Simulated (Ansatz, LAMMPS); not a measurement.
## Bulk modulus of fcc Ag: levels of theory against measurement

Reference value: 110 GPa (measured, corrected for temperature and zero-point phonon effects, our sources range from 104 to 111; as tabulated in Levämäki et al. (2014), arXiv:1402.3671).

| level (code) | value (GPa) | cell (Å³/atom) | error (%) |
|---|---|---|---|
| MEAM library.meam-Ag (LAMMPS) | 104 | 16.98 | -5.5 |
| LDA (Ansatz) | 139 | 16.01 | +26 |
| PBE (Ansatz) | 91.5 | 17.83 | -16.8 |
| PBE-D4 (Ansatz) | 110 | 17.00 | 0.0 |
| r²SCAN-D4 (Ansatz) | 110 | 17.02 | 0.0 |
| LC-ωPBE (Ansatz) | 110 | 17.04 | 0.0 |
| r²SCANh (Ansatz) | 97.7 | 17.34 | -11.2 |

Once the reference is moved by up to 5.6 % (a margin picked here for doubts on the reference and the settings) and values within 1.7 % count as equal, the nearest can be PBE-D4 (0.0 %), r²SCAN-D4 (0.0 %), LC-ωPBE (0.0 %) or MEAM library.meam-Ag (-5.5 %). By the same margin the farthest can be LDA (+26 %) or PBE (-16.8 %).

Each level is taken at its own relaxed cell. Cutoffs and k meshes differ between the levels. Ansatz's density-functional and Hartree–Fock values are scalar-relativistic unless marked +SOC, with PAW data made under PBE.

Empirical potentials (MEAM library.meam-Ag) are fitted to chosen data: where that held the value shown, agreement is built in, and what lay outside the fit can be far off.

Differences are worked out from the printed values.

Ansatz is a first-principles code.
